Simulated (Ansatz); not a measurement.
Input (CCSDT(Q)/cc-pVDZ; Ansatz, a first-principles code):

Ansatz 0.2 input:
```yaml
crystal:
  periodic: [false, false, false]
  atoms:
    - {symbol: C, position_ang: [0.00000000, 0.00000000, 0.00000000]}
    - {symbol: H, position_ang: [-0.91735784, -0.13145752, -0.63016769]}
    - {symbol: H, position_ang: [0.19015165, 1.06908770, -0.27718520]}
    - {symbol: H, position_ang: [-0.34859334, -0.62708691, 0.86091956]}
    - {symbol: H, position_ang: [1.07579953, -0.31054327, 0.04643333]}
basis:
  gaussian:
    orbitals: cc-pVDZ
total_charge: 1
magnetization: {spin_polarized: true, initial_magnetization: 1}
correlation: {method: ccsdt_q, electrons: outside_noble_gas}
```

Output:

```
Functional definition: HF
integrals: 0.01 GiB planned
640 factors; integrals over basis functions are off by at most 1.9e-7 eV
mean field: 0.07 GiB planned
mean field evaluation 1: about -1080.7655 eV, gradient 1.6e1 eV
mean field evaluation 2: about -1080.7652 eV, gradient 1.6e1 eV
mean field evaluation 4: about -1081.9443 eV, gradient 9.7e-1 eV
mean field evaluation 8: about -1081.9568 eV, gradient 2.6e-3 eV
mean field evaluation 16: about -1081.9574 eV, gradient 2.4e-2 eV
mean field -1081.95681434 eV, -39.7611795504 hartree, gradient 2.5e-6 eV, S^2 0.756628; 1 other end points of the search recorded, 0 dependent functions left out
1 core orbitals not correlated
reference -1081.95681434 eV, -39.7611795504 hartree; 4, 3 occupied and 29, 30 virtual orbitals, 640 factors
second order -3.65032242 eV of doubles, -0.00000000 eV of singles
coupled cluster: 0.18 GiB planned
cycle   1  -4.13821445 eV  change   -4.9e-1 eV  update   4.7e-2
cycle   2  -4.40343965 eV  change   -2.7e-1 eV  update   1.9e-2
cycle   3  -4.40437226 eV  change   -9.3e-4 eV  update   4.7e-3
cycle   4  -4.40594447 eV  change   -1.6e-3 eV  update   2.1e-3
cycle   5  -4.40584543 eV  change    9.9e-5 eV  update   6.5e-4
cycle   6  -4.40563450 eV  change    2.1e-4 eV  update   2.3e-4
cycle   7  -4.40573601 eV  change   -1.0e-4 eV  update   7.0e-5
cycle   8  -4.40571985 eV  change    1.6e-5 eV  update   2.0e-5
cycle   9  -4.40570046 eV  change    1.9e-5 eV  update   7.2e-6
cycle  10  -4.40570306 eV  change   -2.6e-6 eV  update   2.2e-6
cycle  11  -4.40570514 eV  change   -2.1e-6 eV  update   8.2e-7
cycle  12  -4.40570470 eV  change    4.5e-7 eV  update   2.0e-7
perturbative correction -0.00384120 eV, -0.0001411614 hartree
Total energy: -1086.36636024 eV, -39.9232273732 hartree
```
